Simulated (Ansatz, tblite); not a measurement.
# SeF2: rung by rung

An exercise on one series of results from a longer session: the logs are not shown, and one member is left open.

The runs use Ansatz 0.2.0, Gaussian basis; as each input shows.

The runs, in order: GFN1-xTB, GFN2-xTB, PBE-D4/def2-TZVP, r2SCAN-D4/def2-TZVP, B97M-V/def2-TZVP, LC-ωPBE/def2-TZVP, r2SCAN0-D4/def2-TZVP, revPBE-D4/def2-TZVP, HSE06-D4/def2-TZVP, LDA/def2-TZVP, B3LYP-D4/def2-TZVP, PBE-D4/def2-SVP, PBE0-D4/def2-SVP, HF/6-31G, B3LYP-D4/6-31G, PBE0-D4/def2-TZVPD, PBE-D4/def2-TZVPD, r2SCAN-D4/def2-TZVPD, CCSD(T)/def2-TZVPP, MP2/def2-TZVP, RPA/def2-TZVP, CCSD(T)/def2-TZVPD.

**The structure**

The singlet was relaxed beforehand with r2SCAN-D4/def2-TZVP.

3 atoms, charge 0, spin multiplicity 1.

Bond lengths: Se1–F2 1.739 Å, Se1–F3 1.739 Å. Angles: F2–Se1–F3 96.6°.

PBE0-D4/def2-TZVP was run before; its log isn't repeated, and its numbers join the tables.

The first run:

Tight binding, by tblite at 300 K electronic temperature and without a spin-polarisation term:

```python
tblite.interface.Calculator('GFN1-xTB', numbers, positions, charge=0, uhf=0).singlepoint()
```

Tight binding, by tblite at 300 K electronic temperature and without a spin-polarisation term:

```python
tblite.interface.Calculator('GFN2-xTB', numbers, positions, charge=0, uhf=0).singlepoint()
```

start.molden holds the orbitals of an earlier run on this state, given as this run's starting guess.

in.yaml

```yaml
crystal:
  periodic: [false, false, false]
  atoms:
    - {symbol: Se, position_ang: [0.004933, -0.007526, -0.771082]}
    - {symbol: F, position_ang: [1.295892, -0.018531, 0.394060]}
    - {symbol: F, position_ang: [-1.300824, 0.026057, 0.377032]}
basis:
  gaussian: {orbitals: def2-TZVP, initial_orbitals: start.molden}
hamiltonian: {xc: pbe, dispersion: d4}
scf: {omitted_lower_state_checks: [starts]}
output: {forces: true, orbitals: {seedname: orbitals}}
```

The run is started by

```console
$ ansatz run in.yaml --threads 4 --pin off --events-out ev --progress --plain --max-ram 3916MiB
```

Steps of the session up to this table: PBE-D4/def2-TZVP; r2SCAN-D4/def2-TZVP; B97M-V/def2-TZVP; LC-ωPBE/def2-TZVP; r2SCAN0-D4/def2-TZVP; revPBE-D4/def2-TZVP; HSE06-D4/def2-TZVP; LDA/def2-TZVP; B3LYP-D4/def2-TZVP; PBE-D4/def2-SVP; PBE0-D4/def2-SVP; HF/6-31G; B3LYP-D4/6-31G; PBE0-D4/def2-TZVPD; PBE-D4/def2-TZVPD; r2SCAN-D4/def2-TZVPD; CCSD(T)/def2-TZVPP; MP2/def2-TZVP; RPA/def2-TZVP; CCSD(T)/def2-TZVPD.

One of the session's tables, all rows but one given; the rest of the session is left out.

It belongs to the step «Levels side by side». 

| level | HOMO (eV) | gap (eV) |
| --- | --- | --- |
| HF/6-31G | -10.78 | 12.09 |
| LDA/def2-TZVP | -5.94 | 2.30 |
| PBE-D4/def2-SVP | -5.45 | 2.44 |
| PBE-D4/def2-TZVP | -5.76 | 2.41 |
| PBE-D4/def2-TZVPD | -5.86 | 2.40 |
| revPBE-D4/def2-TZVP | ? | ? |
| r2SCAN-D4/def2-TZVP | -6.08 | 2.87 |
| r2SCAN-D4/def2-TZVPD | -6.15 | 2.86 |
| B97M-V/def2-TZVP | -6.21 | 3.17 |
| B3LYP-D4/6-31G | -6.90 | 4.40 |
| B3LYP-D4/def2-TZVP | -6.96 | 4.29 |
| PBE0-D4/def2-SVP | -7.01 | 4.89 |
| PBE0-D4/def2-TZVP | -7.19 | 4.80 |
| PBE0-D4/def2-TZVPD | -7.26 | 4.75 |
| r2SCAN0-D4/def2-TZVP | -7.39 | 5.09 |
| HSE06-D4/def2-TZVP | -6.78 | 4.01 |
| LC-ωPBE/def2-TZVP | -9.98 | 10.02 |

**Question.** Estimate the row for revPBE-D4/def2-TZVP.

The run gave: HOMO (eV): -5.70; gap (eV): 2.46. In the column «HOMO (eV)» it lies between PBE-D4/def2-TZVP (-5.76) and PBE-D4/def2-SVP (-5.45).
